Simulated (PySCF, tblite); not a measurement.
System: C₂H₆, singlet: internal rotation, threefold axis kept, other coordinates relaxed. Scanned: torsion (0 = eclipsed). Other coordinates (C-C length, H-C-C angle, H-C-C angle, C-H length, C-H length) were minimised at PBE0/def2-TZVP.

Cartesian coordinates as functions of the variables (Å; names that start with a are angles):
```
C  0  0  0
C  0  0  R
H  r1*sin(a1)*cos(0*2*pi/3+0)  r1*sin(a1)*sin(0*2*pi/3+0)  0+r1*cos(a1)
H  r1*sin(a1)*cos(1*2*pi/3+0)  r1*sin(a1)*sin(1*2*pi/3+0)  0+r1*cos(a1)
H  r1*sin(a1)*cos(2*2*pi/3+0)  r1*sin(a1)*sin(2*2*pi/3+0)  0+r1*cos(a1)
H  r2*sin(a2)*cos(0*2*pi/3+at)  r2*sin(a2)*sin(0*2*pi/3+at)  R+-r2*cos(a2)
H  r2*sin(a2)*cos(1*2*pi/3+at)  r2*sin(a2)*sin(1*2*pi/3+at)  R+-r2*cos(a2)
H  r2*sin(a2)*cos(2*2*pi/3+at)  r2*sin(a2)*sin(2*2*pi/3+at)  R+-r2*cos(a2)
```

PBE/cc-pVTZ (PySCF); wB97X-V/cc-pVTZ (PySCF); RHF/cc-pVTZ (PySCF); GFN2-xTB, 300 K electronic temperature (tblite); CCSD on RHF/cc-pVTZ, 2 core orbitals frozen (PySCF); CCSD(T) on RHF/cc-pVTZ, 2 core orbitals frozen (PySCF).

Energies in kcal/mol, each method relative to its own lowest point.

```csv
at / °,PBE,wB97X-V,RHF,GFN2-xTB,CCSD,CCSD(T)
0,2.57,2.65,3.04,2.58,2.82,2.80
10,2.40,2.48,2.84,2.41,2.63,2.62
20,1.94,2.00,2.30,1.95,2.12,2.11
30,1.30,1.35,1.55,1.31,1.42,1.41
40,0.65,0.68,0.78,0.66,0.71,0.71
50,0.18,0.18,0.21,0.18,0.19,0.19
60,0.00,0.00,0.00,0.00,0.00,0.00
```
